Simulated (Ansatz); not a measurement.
# Band gap of cubic perovskite SrTiO₃ (cubic form, which distorts at low temperature): levels of theory against measurement

Reference value: 3.59 eV (measured, zero-point renormalisation of 336 meV (experimental, the table's column) added back here, indirect; inputs from Miglio et al. (2020), arXiv:2011.12765).

| level (code) | value (eV) | cell (Å³/atom) |
|---|---|---|
| LDA+SOC (Ansatz) | (withheld) | 11.91 |
| revPBE (Ansatz) | 1.83 | 12.44 |
| RPBE (Ansatz) | (withheld) | 11.91 |
| PBEsol-D3(BJ) (Ansatz) | (withheld) | 11.56 |
| r²SCAN+SOC (Ansatz) | 2.25 (indirect) | 11.91 |
| r²SCAN-D4 (Ansatz) | 2.27 | 11.86 |
| B3LYP (VWN-RPA form) (Ansatz) | 3.65 | 11.91 |
| PBE0+SOC (Ansatz) | 4.07 (indirect) | 11.91 |
| Hartree–Fock (Ansatz) | 12.25 | 11.91 |

Q: What belongs in the gaps?

A: 
- LDA+SOC (Ansatz, a first-principles code), value (eV): 1.77 (indirect)
- RPBE (Ansatz), value (eV): 1.93
- PBEsol-D3(BJ) (Ansatz), value (eV): 1.89

Errors against the reference: LDA+SOC -1.82 eV, revPBE -1.76 eV, RPBE -1.66 eV, PBEsol-D3(BJ) -1.70 eV, r²SCAN+SOC -1.34 eV, r²SCAN-D4 -1.32 eV, B3LYP (VWN-RPA form) +0.06 eV, PBE0+SOC +0.48 eV, Hartree–Fock +8.66 eV.

Of the ranked levels B3LYP (VWN-RPA form) (+0.06 eV) comes nearest. Farthest off among them: Hartree–Fock (+8.66 eV). Of the ranked levels only B3LYP (VWN-RPA form) lands within 0.3 eV.

Semilocal Kohn–Sham gaps run low as a rule, and all computed gaps are for a static lattice, while measured ones hold electron–phonon shifts unless said otherwise. Levels without +SOC have no spin–orbit coupling; where heavier elements are present it shifts gaps, mostly down, and can invert bands.  revPBE, PBEsol-D3(BJ), r²SCAN-D4: the relaxation could not lower the start's symmetry, so the cell can be a saddle point above a distorted one. Values are at the measured cell; revPBE at the level's own relaxed cell; PBEsol-D3(BJ) at the level's own relaxed cell; r²SCAN-D4 at the level's own equilibrium cell. Cutoffs and k meshes differ between the levels. Ansatz's density-functional and Hartree–Fock values are scalar-relativistic unless marked +SOC, with PAW data made under PBE.

Differences are worked out from the printed values.
